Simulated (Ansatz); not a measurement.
hydrogen isocyanide cation (CHN), SMILES [C-]#[NH+] (connectivity only; charge and spin as stated), charge +1, multiplicity 2.

Coordinates come from a B3LYP-D3(BJ)/def2-TZVPD optimisation. The spin state was assumed, not searched.

Two levels are set side by side: PBE/def2-TZVPD (Ansatz, a first-principles code) and ωB97X-V/def2-TZVPD (Ansatz). Energy differences of separate SCF runs at the same geometry; the states with an electron removed or added have multiplicity 3 and 1. Differences are taken from unrounded values.

```
quantity                         ωB97X-V    PBE  PBE minus ωB97X-V
-------------------------------  -------  -----  -----------------
vertical ionisation energy (eV)    23.83  23.98               0.15
vertical electron affinity (eV)    12.09  11.84              -0.25
```
